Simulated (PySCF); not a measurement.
# O₂: one state, many levels of theory

State: triplet, unpaired electrons π ↑↑. Set-up: O pcseg-2; no relativity (PySCF 2.14). De refers to O + O in their high-spin ground configurations, without counterpoise correction. The functionals are run spin-unrestricted.

```tsv
Level	Re (Å)	ωe (cm⁻¹)	De (eV)
UHF	1.159	1965	1.54
UHF-MP2	1.224	1464	5.46
UHF-SCS-MP2	1.211	1559	4.96
UHF-CCSD	1.202	1665	4.62
UHF-CCSD(T)	1.213	1582	4.94
PBE	1.220	1552	6.22
PBEsol	1.213	1589	6.75
BLYP	1.230	1490	5.88
r²SCAN	1.207	1621	5.61
PBE0	1.194	1710	5.38
B97-3	1.197	1694	5.41
HSE06	1.194	1706	5.33
```

(1) Which functional lies closest to UHF-CCSD(T) in De, which farthest, and by how much do they differ from it?

(2) What does the step from GGA to meta-GGA do here, going from PBE to r²SCAN?

(3) What does second-order correlation do here, going from UHF to UHF-MP2?

Measured (Huber and Herzberg, Constants of Diatomic Molecules (1979)): Re = 1.20752 Å, ωe = 1580.193 cm⁻¹.

Correlated steps freeze 2 core orbitals. The state was picked by a PBE0 search and need not be the measured ground state.

Answers

(1) Closest is HSE06 (-1.9 pm in Re, +7.8 % in ωe, +0.39 eV in De against UHF-CCSD(T) in the same basis), farthest PBEsol (+0.0 pm in Re, +0.4 % in ωe, +1.81 eV in De). CCSD(T) converges more slowly with the basis than the functionals do and binds too weakly in this one, so the order can change at the basis-set limit.

(2) r²SCAN less PBE: -1.3 pm in Re, +4.4 % in ωe, -0.61 eV in De. 

(3) UHF-MP2 less UHF: +6.5 pm in Re, -25.5 % in ωe, +3.92 eV in De. Correlation nearly always deepens the well. The bond lengthens, as in strong covalent bonds, where excitations into antibonding orbitals dominate.
